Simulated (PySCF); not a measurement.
## State search for MgP

Unrestricted PBE0; basis Mg aug-pcseg-1, P aug-pcseg-1; no relativity; PySCF 2.14. Outer shells of the fragments: Mg 3s2; P 3s2 3p3.

Followed along the bond (rough minima from three points):

```tsv
2Ms+1	unpaired	⟨S²⟩ at the start	R at minimum (Å)	Te (eV)
4	σ ↑, π ↑↑	3.76	2.60	0.00
2	σ ↓, π ↑↑	1.76	2.55	0.16
2	σ ↑, π ↑↓	1.76	2.57	0.42
2	π ↑	0.94	2.36	0.48
2	σ ↑	0.75	2.56	1.53
```

Solutions found at the starting distance of 2.420 Å, counted from the lowest of them; the search is not exhaustive and high or unbound solutions are not listed, so other states can lie among these:

```csv
2Ms+1,unpaired,term,E (eV),⟨S²⟩,⟨Lz²⟩,μ (D)
4,"σ ↑, π ↑↑",⁴Σ⁻,0.00,3.76,0.00,-1.79
2,"σ ↓, π ↑↑",mixed,0.14,1.76,0.00,-1.97
2,"σ ↑, π ↑↓",mixed,0.41,1.76,2.02,-1.89
2,π ↑,²Π,0.42,0.94,1.01,-5.68
2,σ ↑,mixed,1.51,0.75,2.00,-1.83
4,"σ ↑↑, π ↑",⁴Π,1.51,3.75,1.02,-2.82
4,π ↑↑↑,⁴Π,2.55,3.76,1.00,-2.14
2,π ↑,²Π,3.78,0.75,1.01,4.69
```

A term symbol is given only where ⟨S²⟩ and ⟨Lz²⟩ are close to those of a pure state; real π, δ and φ orbitals otherwise mix terms. A positive dipole means Mg(−)P(+).
